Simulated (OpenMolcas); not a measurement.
# NH3 (ammonia) at 6 levels

Aim: a comparison of 6 runs (B3LYP/STO-3G, PBE/STO-3G, PBE0/STO-3G, r2SCAN/STO-3G, MP2/STO-3G, ACPF/STO-3G) of NH3 (ammonia). 

The calculation is run with OpenMolcas 26.06.

1 further run of the same task is left out (set aside as unsound or not needed).

### 1 Starting point

NH3 has 4 atoms, charge 0, and is taken as a singlet. SMILES: `N`. Geometry: relaxed at GFN2-xTB.

Bond lengths: N1–H2 1.013 Å, N1–H3 1.013 Å, N1–H4 1.013 Å. Angles: H2–N1–H3 107.7°, H2–N1–H4 107.7°, H3–N1–H4 107.7°.

### 2 A single-point energy at B3LYP/STO-3G (run 1)

File struct.xyz:

```xyz
4

N     -0.068160     0.242830     0.108060
H      0.491930    -0.300470     0.753380
H     -0.891960    -0.300620    -0.118350
H      0.468190     0.358250    -0.743090
```

File job.input:

```
* H3N Kohn-Sham DFT
>>> EXPORT MOLCAS_PRINT=2
&GATEWAY
BASLIB=$CurrDir
COORD=struct.xyz
BASIS=STO-3G
GROUP=NoSym
&SEWARD
GRIDINPUT
Grid=UltraFine
End of Grid
&SCF
KSDFT=B3LYP
THRESHOLDS=1e-10 1e-07 1e-07 1e-05
PRORBITALS=1 1
```

The basis set STO-3G is read from a file made from the Basis Set Exchange's data (not shown).

The run is started by

```sh
$ export MOLCAS_MEM=1860
$ pymolcas job.input > job.log
```

The log of the run:

```text
--- Start Module: gateway ---
[...]
--- Stop Module: gateway /rc=_RC_ALL_IS_WELL_ ---
--- Start Module: seward ---
[...]
      Basis functions            8
--- Stop Module: seward /rc=_RC_ALL_IS_WELL_ ---
--- Start Module: scf ---
[...]
       Convergence after   9 Iterations
[...]
::    Total KS-DFT energy                             -55.7850886624
[...]
      Total spin, S                                     0.0000000000
[...]
      Total electronic charge=   10.000000
      Total            charge=   -0.000000
[...]
      Dipole Moment (debye):
      Origin of the operator (angstrom)=   -0.0520    0.1853    0.0825
                   X=  4.3778E-01               Y= -1.5616E+00               Z= -6.9451E-01           Total=  1.7643E+00
      Quadrupole Moment (debye*angstrom):
[...]
--- Stop Module: scf /rc=_RC_ALL_IS_WELL_ ---
[...]
```

Run time: 3.3 s. Hardware: 1 thread of Arm Neoverse V1, shared host; peak memory 0.37 GiB.

### 3 The energy at PBE/STO-3G (run 2)

struct.xyz is that of step 2.

File job.inp:

```
* H3N Kohn-Sham DFT
&gateway
baslib=$CurrDir
coord=struct.xyz
basis=STO-3G
group=NoSym
&seward
gridinput
Grid=UltraFine
End of Grid
&scf
ksdft=PBE
thresholds=1e-10 1e-07 1e-07 1e-05
prorbitals=1 1
```

The basis set STO-3G is read from a file made from the Basis Set Exchange's data (not shown).

The run is started by

```sh
$ export MOLCAS_MEM=1860
$ pymolcas job.inp > job.log
```

The log of the run:

```text
--- Start Module: gateway ---
[...]
--- Stop Module: gateway /rc=_RC_ALL_IS_WELL_ ---
--- Start Module: seward ---
[...]
      Basis functions            8
--- Stop Module: seward /rc=_RC_ALL_IS_WELL_ ---
--- Start Module: scf ---
[...]
       Convergence after  10 Iterations
[...]
::    Total KS-DFT energy                             -55.7076450503
[...]
      Total spin, S                                     0.0000000000
[...]
      Total electronic charge=   10.000000
      Total            charge=   -0.000000
[...]
      Dipole Moment (debye):
      Origin of the operator (angstrom)=   -0.0520    0.1853    0.0825
                   X=  4.3944E-01               Y= -1.5675E+00               Z= -6.9714E-01           Total=  1.7709E+00
      Quadrupole Moment (debye*angstrom):
[...]
--- Stop Module: scf /rc=_RC_ALL_IS_WELL_ ---
[...]
```

Run time: 3 s. Hardware: 1 thread of Arm Neoverse V1, shared host; peak memory 0.37 GiB.

Runs 3 to 4 aren't shown in full; the table further down has their settings and results.

### 4 A single-point energy at MP2/STO-3G (run 5)

struct.xyz is that of step 3.

File job.input:

```
* H3N MP2
&GATEWAY
BasLib
$CurrDir
Coord
struct.xyz
Basis
STO-3G
Group
NoSym
&SEWARD
&SCF
Thresholds
1e-10 1e-07 1e-07 1e-05
PrOrbitals
1 1
&MBPT2
Frozen
1
```

The basis set STO-3G is read from a file made from the Basis Set Exchange's data (not shown).

The run is started by

```sh
$ export MOLCAS_MEM=1860
$ pymolcas job.input > job.log
```

The log of the run:

```text
--- Start Module: gateway ---
[...]
--- Stop Module: gateway /rc=_RC_ALL_IS_WELL_ ---
[...]
      Basis functions            8
[...]
--- Start Module: scf ---
[...]
       Convergence after   9 Iterations
[...]
::    Total SCF energy                                -55.4537497293
[...]
      Total spin, S                                     0.0000000000
[...]
      Total electronic charge=   10.000000
      Total            charge=   -0.000000
[...]
      Dipole Moment (debye):
      Origin of the operator (angstrom)=   -0.0520    0.1853    0.0825
                   X=  4.3158E-01               Y= -1.5395E+00               Z= -6.8468E-01           Total=  1.7393E+00
      Quadrupole Moment (debye*angstrom):
[...]
--- Stop Module: scf /rc=_RC_ALL_IS_WELL_ ---
--- Start Module: mbpt2 ---
[...]
WARNING!
Default frozen orbitals as non valence orbitals is overwritten by user input.
Default values:   1
[...]
       Reference weight ( Cref**2 )         =        0.98306
::    Total MBPT2 energy                              -55.5004519711
[...]
      Total MBPT2 calculations                           0.04      0.04
--- Stop Module: mbpt2 /rc=_RC_ALL_IS_WELL_ ---
[...]
```

It took 1.6 s on 1 thread of Arm Neoverse V1, shared host; peak memory 0.37 GiB.

### 5 The energy at ACPF/STO-3G (run 6)

struct.xyz is that of step 4.

File job.inp:

```
>>> EXPORT MOLCAS_PRINT=2

&GATEWAY
 BasLib=$CurrDir
 Coord=struct.xyz
 Basis=STO-3G
 Group=NoSym

&SEWARD

&SCF
 Thresholds=1e-10 1e-07 1e-07 1e-05
 PrOrbitals=1 1

&MOTRA
 Frozen=1

&GUGA
 Electrons=8
 Spin=1
 Inactive=4
 Active=0
 CIAll=1

&CPF
 ACPF
```

The basis set STO-3G is read from a file made from the Basis Set Exchange's data (not shown).

The run is started by

```sh
$ export MOLCAS_MEM=1860
$ pymolcas job.inp > job.log
```

The log of the run:

```text
--- Start Module: gateway ---
[...]
--- Stop Module: gateway /rc=_RC_ALL_IS_WELL_ ---
[...]
      Basis functions            8
[...]
       Convergence after   9 Iterations
[...]
::    Total SCF energy                                -55.4537497293
[...]
      Total spin, S                                     0.0000000000
[...]
      *** WARNING: Default frozen orbitals is overwritten by user input.
      *** Default values:   1
[...]
--- Start Module: guga ---
[...]
--- Stop Module: guga /rc=_RC_ALL_IS_WELL_ ---
--- Start Module: cpf ---
[...]
      Active orbitals                            0       0
[...]
      Spin quantum number                      0.0
[...]
     FINAL ACPF ENERGY         -55.51831091
     FINAL CORRELATION ENERGY   -0.06456118  REFERENCE ENERGY     -55.45374973
[...]
      Title:  ACPF natural orbitals
[...]
      Total electronic charge=   10.000000
      Total            charge=   -0.000000
[...]
      Dipole Moment (debye):
      Origin of the operator (angstrom)=   -0.0520    0.1853    0.0825
                   X=  4.2211E-01               Y= -1.5058E+00               Z= -6.6968E-01           Total=  1.7012E+00
      Quadrupole Moment (debye*angstrom):
[...]
--- Stop Module: cpf /rc=_RC_ALL_IS_WELL_ ---
[...]
```

It took 1.7 s on 1 thread of Arm Neoverse V1, shared host; peak memory 0.37 GiB.

### 6 The series

| run | level | integration grid | frozen core orbitals | energy (Eh) | dipole moment (D) of the reference | HOMO energy (eV) | LUMO energy (eV) | wall time |
| --- | --- | --- | --- | --- | --- | --- | --- | --- |
| 1 | B3LYP/STO-3G | UltraFine | – | -55.785089 | 1.76 | -3.81 | 10.59 | 3.3 s |
| 2 | PBE/STO-3G | UltraFine | – | -55.707645 | 1.77 | -1.96 | 9.37 | 3 s |
| 3 | PBE0/STO-3G | UltraFine | – | -55.726264 | 1.78 | -4.11 | 11.14 | 2.7 s |
| 4 | r2SCAN/STO-3G | UltraFine | – | -55.757312 | 1.77 | -2.57 | 9.91 | 3.3 s |
| 5 | MP2/STO-3G | – | 1 | -55.500452 | 1.74 | -9.50 | 17.31 | 1.6 s |
| 6 | ACPF/STO-3G | – | 1 | -55.518311 | 1.74 | -9.50 | 17.31 | 1.7 s |

### 7 Outcome

| quantity | value |
| --- | --- |
| run 6: total energy | -55.51831 Eh |
| run 6: dipole moment (mean-field density) | 1.74 D |
| run 6: HOMO energy (Hartree–Fock orbitals) | -9.50 eV |
| run 6: LUMO energy (Hartree–Fock orbitals) | 17.31 eV |
| run 6: HOMO–LUMO gap (Hartree–Fock orbitals) | 26.81 eV |
| run 6: correlation energy (1 core orbital frozen) | -64.6 mEh |

Over runs 1, 2, 3, 4 the dipole moment (its size) runs from 1.76 D (B3LYP/STO-3G) to 1.78 D (PBE0/STO-3G). Over runs 1, 2, 3, 4 the HOMO–LUMO gap runs from 11.33 eV (PBE/STO-3G) to 15.25 eV (PBE0/STO-3G). Totals of different functionals can't be ranked against each other. In runs 1, 2, 3, 4, 5, 6 the basis is minimal, so the values are rough. All runs together took 16 s, the longest 3.3 s.
